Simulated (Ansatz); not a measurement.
A nudged elastic band was laid between two geometries of C$_{2}$H$_{5}$Si (8 atoms, charge 0, multiplicity 2).

Level of theory: UKS PBE-D4/6-31G* (Ansatz 0.2.0).

| Item | Value |
| --- | --- |
| movable images | 7 |
| climbing image | yes |
| spring | 0.1 eV/Å² |
| optimiser | quadratic models (default) |
| start path | IDPP |
| force threshold | 0.05 eV/Å |
| iteration limit | 60 |
| end points | relaxed |

Initial state:

```xyz
8
Properties=species:S:1:pos:R:3
C -0.413 0.944 -0.890
C -0.358 0.349 0.327
Si 0.896 -0.921 0.818
H 0.269 0.668 -1.703
H -1.147 1.725 -1.123
H -1.064 0.688 1.099
H 1.544 -1.573 -0.372
H 0.366 -1.938 1.788
```

Final state:

```xyz
8
Properties=species:S:1:pos:R:3
C -0.221 1.094 -0.778
C -0.463 0.268 0.270
Si 0.234 -1.438 0.436
H 0.464 0.816 -1.589
H -0.690 2.081 -0.863
H -1.173 0.607 1.039
H 1.445 -1.645 -0.431
H 0.496 -1.840 1.860
```

Task: What changes between the two ends?

Result: No bond is made or broken. The height of Si3 over the plane of its neighbours goes from -0.45 to 0.45 Å. The two ends are copies of one structure, up to a mirror image or an exchange of like atoms.

Task: What energy profile does the band end with?

Result: The forces met the threshold. The highest image is number 4 of 0 to 8, 0.129 eV above the ends, which have the same energy within 2 meV. Another band between the same ends (7 images) ends at a top of the same energy, where a vibrational analysis finds 1 clearly imaginary mode.

| image | path coordinate (Å) | energy (eV) | height of Si3 over the plane of its neighbours (Å) |
| --- | --- | --- | --- |
| 0 | 0.00 | 0.000 | -0.45 |
| 1 | 0.17 | 0.004 | -0.43 |
| 2 | 0.33 | 0.030 | -0.33 |
| 3 | 0.48 | 0.090 | -0.18 |
| 4 | 0.64 | 0.129 | 0.00 |
| 5 | 0.80 | 0.090 | 0.18 |
| 6 | 0.95 | 0.030 | 0.33 |
| 7 | 1.11 | 0.004 | 0.43 |
| 8 | 1.28 | 0.000 | 0.45 |

Task: What is the geometry of the highest image?

Result: 
```xyz
8
Properties=species:S:1:pos:R:3:forces:R:3
C -0.321 1.080 -0.849 -0.01 0.00 0.00
C -0.390 0.313 0.276 0.00 -0.01 0.00
Si 0.561 -1.207 0.606 -0.01 0.01 0.00
H 0.344 0.832 -1.685 0.00 0.00 0.00
H -0.932 1.981 -0.967 0.00 0.00 0.00
H -1.083 0.626 1.070 0.00 0.00 0.00
H 1.532 -1.737 -0.393 0.00 0.00 0.00
H 0.381 -1.945 1.887 0.00 0.00 0.00
```

The run took 86 s on 1 thread of AMD EPYC 7R43 64-Core Processor (Zen 3), with other jobs on the host, peak memory 0.13 GiB.
